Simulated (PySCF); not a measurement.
## Ionisation energy of Cl by level of theory

Cl [Ne] 3s2 3p5 (2P) → Cl⁺ [Ne] 3s2 3p4 (3P), as a difference of total energies. Computed with PySCF 2.14 in cc-pVTZ-DK (5s4p2d1f, 34 functions), with the spin-free X2C one-electron Hamiltonian (Gaussian nucleus). Correlated levels: valence: [Ne] frozen. The calculations carry no spin-orbit coupling.

```json
{"method": "UHF", "ionisation energy (eV)": "11.756", "error (eV)": "-1.218"}
{"method": "M06-L", "ionisation energy (eV)": "12.864", "error (eV)": "-0.110"}
{"method": "B3LYP", "ionisation energy (eV)": "13.048", "error (eV)": "+0.074"}
{"method": "MP2 (valence)", "ionisation energy (eV)": "12.694", "error (eV)": "-0.280"}
{"method": "SCS-MP2 (valence)", "ionisation energy (eV)": "12.692", "error (eV)": "-0.282"}
{"method": "CCSD (valence)", "ionisation energy (eV)": "12.658", "error (eV)": "-0.316"}
{"method": "CCSD(T) (valence)", "ionisation energy (eV)": "12.694", "error (eV)": "-0.280"}
```

Reference: 12.974 eV (measured; NIST levels, between the centres of gravity of the two terms).

Errors of the correlated levels include the incompleteness of this basis and the frozen core.
